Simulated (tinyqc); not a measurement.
Stretching all distances: RHF, UHF, MP2, CISD and CCSD against full CI in the sto-3g basis, for LiH, spin multiplicity 1. Computed by the program tinyqc with PySCF. All coordinates are multiplied by the scale. c0^2 is the weight of the RHF determinant in the lowest singlet FCI state (UHF is spin-contaminated and may lie near states of higher spin) and n(LUMO) the first natural occupation beyond the occupied space.

Geometry (angstrom):

| atom | x | y | z |
|---|---|---|---|
| Li | 0.0000 | 0.0000 | 0.0000 |
| H | 0.0000 | 0.0000 | 1.5000 |

Full CI energy (hartree) and errors against it (kcal/mol):

| scale | distance 1-2 (angstrom) | E(FCI) | RHF | UHF | MP2 | CISD | CCSD | <S^2> UHF | c0^2 | n(LUMO) |
|---|---|---|---|---|---|---|---|---|---|---|
| 0.990 | 1.485 | -7.88206 | 11.809 | 11.809 | 4.210 | 0.007 | 0.006 | 0.000 | 0.978 | 0.036 |
| 1.250 | 1.875 | -7.86991 | 16.587 | 16.587 | 6.705 | 0.012 | 0.009 | 0.000 | 0.959 | 0.069 |
| 1.510 | 2.265 | -7.84067 | 25.453 | 19.906 | 11.533 | 0.021 | 0.017 | 0.544 | 0.913 | 0.146 |
| 1.770 | 2.655 | -7.81420 | 39.281 | 12.596 | 19.164 | 0.037 | 0.033 | 0.839 | 0.822 | 0.294 |
| 2.040 | 3.060 | -7.79695 | 58.199 | 6.006 | 28.624 | 0.060 | 0.054 | 0.938 | 0.703 | 0.500 |
| 2.300 | 3.450 | -7.78877 | 77.315 | 2.707 | 35.194 | 0.076 | 0.069 | 0.975 | 0.618 | 0.673 |
| 2.560 | 3.840 | -7.78509 | 94.086 | 1.231 | 36.174 | 0.086 | 0.076 | 0.990 | 0.569 | 0.793 |
| 2.820 | 4.230 | -7.78351 | 107.362 | 0.606 | 31.179 | 0.091 | 0.080 | 0.996 | 0.541 | 0.871 |

What does the comparison show, and why?

UHF parts from RHF first at scale 1.51 of those listed, where <S^2> leaves zero. The weight c0^2 goes from 0.98 to 0.54 and n(LUMO) from 0.04 to 0.87: static correlation grows as the bonds break into open-shell fragments. The spread of the error along the curve, which distorts its shape, is CCSD 0.1, CISD 0.1, UHF 19.3, MP2 32.0, RHF 95.6 kcal/mol.
